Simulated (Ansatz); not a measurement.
This geometry of CH$_{4}$BS (7 atoms, charge 0, multiplicity 2) is a first-order saddle point.

These are results of UKS PBE-D4/STO-3G in Ansatz, not measurements.

```xyz
7
Properties=species:S:1:pos:R:3
C -0.783 0.416 -0.121
B 0.476 -0.468 0.205
S 2.184 -0.416 -0.163
H -1.501 -0.149 -0.751
H -0.547 1.358 -0.657
H -1.336 0.687 0.801
H 1.568 -1.495 0.639
```

Q: Which two structures does it join? (They come from a converged band through this point; their orientation in space is the band's.)

A: Bonds broken: S3–H7. Bonds formed: B2–H7.

Initial state:

```xyz
7
Properties=species:S:1:pos:R:3
C -0.875 0.447 -0.156
B 0.217 -0.603 0.270
S 1.935 -0.414 0.036
H -1.575 -0.003 -0.889
H -0.484 1.381 -0.608
H -1.498 0.737 0.713
H 2.340 -1.613 0.588
```

Final state:

```xyz
7
Properties=species:S:1:pos:R:3
C -0.636 0.308 -0.109
B 0.740 -0.450 0.152
S 2.276 0.163 -0.266
H -1.282 -0.306 -0.767
H -0.533 1.307 -0.570
H -1.188 0.425 0.844
H 0.685 -1.515 0.670
```

Q: How far does it lie above each of them?

A: 1.18 eV above the first and 2.81 eV above the second. This is the barrier of this one path; another mechanism may lie lower. Limits of this set-up: minimal basis.

The run took 2.3 min on 1 thread of Intel(R) Xeon(R) Processor @ 2.70GHz, on a shared host, peak memory 0.11 GiB.
